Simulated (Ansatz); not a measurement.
PO (Phosphorus monoxide): the vertical ionisation energy, rung by rung

PO has 2 atoms, charge 0, and is taken as a doublet. As SMILES, `O=[P]`. The shape is that of a GFN2-xTB optimisation.

```csv
atom,x (Å),y (Å),z (Å)
O,0.0000,0.0000,0.0000
P,0.0000,0.0000,1.4551
```

Quantity: the vertical ionisation energy (to the singlet cation), in eV. The values are calculated.

```tsv
level	kind	program	value (eV)	CPU time (all runs)
UBLYP/STO-3G	GGA	Ansatz	4.67	1.5 s
U-wB97M-V/STO-3G	range-separated hybrid	Ansatz	4.81	11 s
UB2PLYP/STO-3G	double hybrid	Ansatz	4.31	1.5 s
UMP2/STO-3G	perturbation theory	Ansatz	1.77	0.38 s
UCCSD(T)/STO-3G	coupled cluster or CI	Ansatz	3.44	0.62 s
UCCSD/STO-3G	coupled cluster or CI	Ansatz	?	0.58 s
UCCSDT/STO-3G	coupled cluster or CI	Ansatz	3.44	1.1 s
UCCSDTQ/STO-3G	coupled cluster or CI	Ansatz	?	31 s
FCI/STO-3G	exact in the basis	Ansatz	3.45	0.59 s
```

Estimate what the levels marked ? give.

As computed at these levels: UCCSD/STO-3G: 3.75 eV; UCCSDTQ/STO-3G: 3.46 eV. The values span 1.77 to 4.81 eV. Spin contamination of the reference (⟨S²⟩ at least 0.1 too high) touches UMP2/STO-3G, UCCSD(T)/STO-3G, UCCSD/STO-3G, UCCSDT/STO-3G, UCCSDTQ/STO-3G. All rows use very small basis sets, so even the best lies far from the true value. CPU times are rough (shared hosts, several kinds of processor): they show what a rung costs within a factor of a few.
